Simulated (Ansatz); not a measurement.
CH6Si (SMILES C[SiH3]) moved off its minimum; all values from Ansatz (a quantum-chemistry and plane-wave program), cores frozen in correlated methods.
(charge 0, multiplicity 1)
```xyz
8

Si    -0.75542     0.08758    -0.04113
C      1.21550    -0.11378     0.00885
H     -1.21254    -0.77742    -0.95821
H     -0.87896     1.56878    -0.29781
H     -1.24762    -0.21558     1.45127
H      1.64853    -1.18984     0.31486
H      1.77953     0.58448     0.87603
H      1.71359     0.10309    -0.99893
```

```csv
level,largest force (eV/Å),on atom,rms difference from CCSD(T)/cc-pV(T+d)Z (eV/Å),dipole (D)
HF/def2-TZVPP,6.19,Si1,0.190,0.67
PBE/def2-TZVPP,5.76,Si1,0.119,0.46
r2SCAN/def2-TZVPP,5.89,Si1,0.033,0.49
B3LYP/def2-TZVPP,5.79,Si1,0.022,0.52
wB97M-V/def2-TZVPP,5.88,Si1,0.052,0.55
MP2/cc-pV(T+d)Z,5.96,Si1,0.071,0.54
CCSD(T)/cc-pV(T+d)Z,5.86,Si1,0.000,0.54
```

The differences count from one level among others, with limits of its own. Forces at CCSD(T)/cc-pV(T+d)Z (eV/Å):

```tsv
atom	Fx	Fy	Fz
Si1	3.299	2.243	4.297
C2	2.264	-0.487	1.666
H3	-1.539	-1.959	-2.328
H4	-0.471	-0.566	-0.154
H5	0.218	0.248	-1.673
H6	-1.326	2.065	-0.721
H7	-1.720	-1.493	-2.413
H8	-0.725	-0.049	1.326
```
